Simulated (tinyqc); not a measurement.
Worked calculation: Hueckel theory of the pi electrons with the omega technique, for the molecule C=CC(=C)C=O (SMILES; centres numbered as the heavy atoms are written). One step of it, computed by the program tinyqc.

Question. Omega technique, round 1. h_r = h_r(0) + omega q_r, omega = 1, with q_r = z_r - P_rr; 0.7 of the old diagonal is kept.

Hueckel matrix in units of beta (H = alpha + beta A):
```
          1C        2C        3C        4C        5C        6O
1C  0.000000  1.000000  0.000000  0.000000  0.000000  0.000000
2C  1.000000  0.000000  1.000000  0.000000  0.000000  0.000000
3C  0.000000  1.000000  0.000000  1.000000  1.000000  0.000000
4C  0.000000  0.000000  1.000000  0.000000  0.000000  0.000000
5C  0.000000  0.000000  1.000000  0.000000  0.000000  1.000000
6O  0.000000  0.000000  0.000000  0.000000  1.000000  1.000000
```

charge and bond-order matrix P:
```
           1C         2C         3C         4C         5C         6O
1C   1.012646   0.911869  -0.017140  -0.388845  -0.120584   0.047968
2C   0.911869   0.995506   0.402440  -0.017140   0.030828  -0.072616
3C  -0.017140   0.402440   1.026334   0.791285   0.450408  -0.089756
4C  -0.388845  -0.017140   0.791285   0.792354   0.251120  -0.340876
5C  -0.120584   0.030828   0.450408   0.251120   0.654630   0.774144
6O   0.047968  -0.072616  -0.089756  -0.340876   0.774144   1.518530
```

Centres:

| centre | z_r, pi electrons of the neutral centre | h |
|---|---|---|
| 1C | 1 | 0.000000 |
| 2C | 1 | 0.000000 |
| 3C | 1 | 0.000000 |
| 4C | 1 | 0.000000 |
| 5C | 1 | 0.000000 |
| 6O | 1 | 1.000000 |

Give: matrix after round 1.

Answer.

matrix after round 1:
```
         1C      2C       3C      4C      5C      6O
1C  -0.0038  1.0000   0.0000  0.0000  0.0000  0.0000
2C   1.0000  0.0013   1.0000  0.0000  0.0000  0.0000
3C   0.0000  1.0000  -0.0079  1.0000  1.0000  0.0000
4C   0.0000  0.0000   1.0000  0.0623  0.0000  0.0000
5C   0.0000  0.0000   1.0000  0.0000  0.1036  1.0000
6O   0.0000  0.0000   0.0000  0.0000  1.0000  0.8444
```
